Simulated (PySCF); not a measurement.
Molecule: `BCB`, CH6B2.

Bonds (- single, = double, # triple, : aromatic): B1-C2, C2-B3. B1 carries H4, H5; C2 carries H6, H7; B3 carries H8, H9.

Frames of a GFN2-xTB Langevin trajectory at 200 K; GIAO PBE0/pcSseg-1 shieldings in PySCF 2.14.0 with density-fitted response routines, gas phase, non-relativistic; equivalent atoms averaged within each frame.

Referencing at the same level of theory: BF3·OEt2 for ¹¹B (σref 100.07); TMS for ¹³C (σref 186.93) and ¹H (σref 31.72). The references are static minima.

Q: How do the shifts (ppm) fluctuate along the trajectory?

A: 
```csv
time (fs),B1/B3,C2,H4/H5/H8/H9,H6/H7
optimised geometry,89.6,67.6,8.21,4.30
250,87.7,54.6,8.22,3.83
425,87.6,62.4,8.09,3.80
625,88.8,55.9,8.24,3.52
800,83.6,58.6,8.02,3.92
1000,87.7,62.3,8.22,3.78
mean of frames,87.1,58.7,8.16,3.77
standard deviation,2.0,3.6,0.10,0.15
```

5 frames give an uncertainty of the mean of about the standard deviation over 2.2 at best, since frames this close in time may not be independent; classical motion lacks zero-point vibration, and the reference would need the same averaging.
